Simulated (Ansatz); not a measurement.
A calculation with Ansatz (development build ahead of 0.2.0).

```yaml
crystal:
  periodic: [false, false, false]
  atoms:
    - { symbol: C, position_ang: [-0.03816, 0.02275, -0.30862] }
    - { symbol: H, position_ang: [-0.06611, 0.0059, 1.10125] }
basis:
  gaussian: { orbitals: def2-SVP }
magnetization:
  spin_polarized: true
  initial_magnetization: 1
hamiltonian:
  xc: hf
correlation:
  method: mp2
  frozen_orbitals: { C: 1, H: 0 }
```

The input is written out in the form of the current development build from the run's settings.

Results

| Quantity | Value |
| --- | --- |
| Converged | yes |
| Reference energy | -38.20446 hartree |
| Correlation energy | -0.07609 hartree |
| Total energy | -38.28055 hartree |
| Spin squared of the determinant | 1.035 |

Caution: bonds are stretched, where a single reference can fail; the unrestricted determinant is spin contaminated.
